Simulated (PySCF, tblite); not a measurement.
# sulfuryl chloride: calculation against experiment

**Measured values to compare with.**

NIST CCCBDB Release 22 (SRD 101), experimental dipoles lists, for the gas: dipole moment (dielectric constant against temperature) 1.81 D.

From CRC Handbook of Chemistry and Physics, for the gas at 298.15 K: standard entropy 311.9 J/(mol K).

The results are set against them at the end.

Species: sulfuryl chloride, Cl2O2S.
Numbering: `[O:1]=[S:2](=[O:3])([Cl:4])[Cl:5]`

Cartesian coordinates in Å at the GFN2-xTB level; atoms count from 1:
```xyz
5
Cl2O2S angstrom
O      0.0029   -0.9712   -1.2097
S     -0.0036   -0.2368    0.0031
O     -0.0399   -0.9036    1.2539
Cl     1.5989    1.0245   -0.0031
Cl    -1.5497    1.0900   -0.0614
```

The PySCF runs (gas phase, on this GFN2-xTB geometry; no spin–orbit coupling):

```csv
level,job,basis functions
PBE0/pcSseg-1,"shieldings, charges and field gradients",106
CAM-B3LYP/def2-SVPD,"8 singlets by full TDDFT, 3 Tamm–Dancoff triplets, polarisability",127
```

GFN2-xTB wavenumbers (cm⁻¹, harmonic, unscaled, at the method's own geometry): 166, 245, 296, 314, 345, 507, 508, 1137, 1319. Point group C2v, symmetry number 2. Entropy at 298.15 K and 1 bar in J/(mol K): translation 169.9, rotation 109.3, vibration 40.1.

## Comparison

**Dipole moment.** Measured: 1.81 D (NIST CCCBDB Release 22 (SRD 101), experimental dipoles).

| level | computed (D) | computed − measured (D) | % (from the printed values) |
| --- | --- | --- | --- |
| PBE0/pcSseg-1 | 1.65 | -0.16 | -9 |
| CAM-B3LYP/def2-SVPD | 1.93 | +0.12 | +7 |

Closest is CAM-B3LYP/def2-SVPD (+0.12 D), furthest PBE0/pcSseg-1 (-0.16 D); one molecule doesn't rank methods. The computed dipoles belong to one fixed geometry; measured ones are averaged over vibrations unless marked μe. Magnitudes are compared, not signs.

**Standard entropy at 298.15 K.** Measured: 311.9 J/(mol K) (298.15 K; CRC Handbook of Chemistry and Physics).

```csv
level,computed (J/(mol K)),computed − measured (J/(mol K)),% (from the printed values)
"GFN2-xTB, rigid rotor and harmonic oscillator",319.2,+7.3,+2
```

Ideal gas at 1 bar, most abundant isotopes; table values of this kind come from calorimetry or from spectroscopic constants.

No measured geometry was used, and the causes of the misses weren't examined.
